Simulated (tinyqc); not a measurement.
Inside a calculation. Method: UKS/LDA (PW92) in the sto-3g basis, for LiH, spin multiplicity 3. One step of it, computed by the program tinyqc.

Task: Iteration 2: DIIS coefficients. Solve [B -1; -1 0][c; lambda] = [0; -1] for the coefficients, which sum to one.

B (overlaps of the stored error matrices):
```
               1              2
1  7.0474536e-02  4.5699683e-02
2  4.5699683e-02  3.0252729e-02
```

Give: DIIS coefficients.

Result:

DIIS coefficients: -1.6560  2.6560
